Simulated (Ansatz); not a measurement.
**Extrapolating MP2 to the basis-set limit: doublet AlCl−**

AlCl−: 2 atoms, total charge -1, spin state doublet. SMILES of the parent species: `[Al][Cl]`. The bond length is the one measured for the parent species. That shape belongs to the parent species and isn't relaxed for this state.

```csv
atom,x (Å),y (Å),z (Å)
Al,0.0000,0.0000,0.0000
Cl,0.0000,0.0000,2.1301
```

MP2 energies, 10 core orbitals frozen (Ansatz 0.2.0):

```tsv
basis	X	functions	Hartree–Fock (Eh)	correlation (Eh)
aug-cc-pVDZ	2	54	-701.478050	-0.199071
aug-cc-pVTZ	3	100	-701.500845	-0.255359
aug-cc-pVQZ	4	168	-701.506319	-0.276997
```

The correlation energy converges as X⁻³, the Hartree–Fock energy about exponentially.

Extrapolate to the complete basis.


1. Correlation: E(∞) = (4³ E(4) − 3³ E(3))/(4³ − 3³) = (64 × (-0.276997) − 27 × (-0.255359))/37 = -0.292787 Eh.
2. Hartree–Fock: successive steps shrink by 0.240; summing the geometric tail gives -701.506319 + (-0.005474) × 0.240/(1 − 0.240) = -701.508049 Eh.
3. Total: -701.508049 + (-0.292787) = -701.800836 Eh.
4. aug-cc-pVQZ holds 94.6 % of the extrapolated correlation energy, aug-cc-pVTZ 87.2 %.

This is an estimate of the method's limit, not an exact energy.
